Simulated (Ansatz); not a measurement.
# Boron trichloride (BCl3): small, medium and large basis sets

One table from this session's results is given with a row withheld; the runs are named, their logs left out.

Method: one geometry, several basis sets; program: Ansatz 0.2.0, Gaussian basis.

Levels to be run: PBE0-D4/def2-SVP; ωB97M-V/def2-SVP; PBE0-D4/def2-QZVPP; ωB97M-V/def2-QZVPP; CCSD(T)/cc-pV(D+d)Z; CCSD(T)/cc-pV(T+d)Z; CCSD(T)/cc-pV(Q+d)Z; the functionals' def2-TZVPP values are taken from earlier runs.

**Structure used throughout**

All runs share one geometry, relaxed beforehand with PBE0-D4 in a triple-zeta def2 set.

SMILES `ClB(Cl)Cl`, 4 atoms, charge 0, spin multiplicity 1.

Atoms are counted from 1 here; the program's logs count them from 0.

Bond lengths: Cl1–B2 1.737 Å, B2–Cl3 1.737 Å, B2–Cl4 1.737 Å. Angles: Cl1–B2–Cl3 120.0°, Cl1–B2–Cl4 120.0°, Cl3–B2–Cl4 120.0°.

As a file:

```
Cl   -0.2440    0.5014    1.6333
B     0.0141   -0.0150   -0.0051
Cl    0.9565   -1.4379   -0.3292
Cl   -0.6711    0.8912   -1.3193
```

Set-up of the first run:

in.yaml

```yaml
crystal:
  periodic: [false, false, false]
  atoms:
    - {symbol: Cl, position_ang: [-0.243962, 0.501441, 1.633334]}
    - {symbol: B, position_ang: [0.014070, -0.014994, -0.005090]}
    - {symbol: Cl, position_ang: [0.956455, -1.437920, -0.329226]}
    - {symbol: Cl, position_ang: [-0.671065, 0.891174, -1.319316]}
basis:
  gaussian: {orbitals: def2-SVP}
hamiltonian: {xc: pbe0, dispersion: d4}
output: {orbitals: {seedname: orbitals}}
```

The run is started by

```
$ ansatz run in.yaml --threads 2 --pin off --events-out ev --progress --plain --max-ram 31744MiB --backend cpu
```

Among the steps run: PBE0-D4 in def2-SVP; ωB97M-V in def2-SVP; PBE0-D4 in def2-QZVPP; ωB97M-V in def2-QZVPP.

One of the session's tables, all rows but one given; the rest of the session is left out.

```
functional       basis  HOMO (eV)
   PBE0-D4    def2-SVP      -8.94
   PBE0-D4  def2-TZVPP          ?
   PBE0-D4  def2-QZVPP      -9.12
   ωB97M-V    def2-SVP     -11.13
   ωB97M-V  def2-TZVPP     -11.34
   ωB97M-V  def2-QZVPP     -11.38
```

**Question.** Estimate the row for PBE0-D4, def2-TZVPP.

The run gave: HOMO (eV): -9.09. In the column «HOMO (eV)» it lies between PBE0-D4, def2-QZVPP (-9.12) and PBE0-D4, def2-SVP (-8.94).
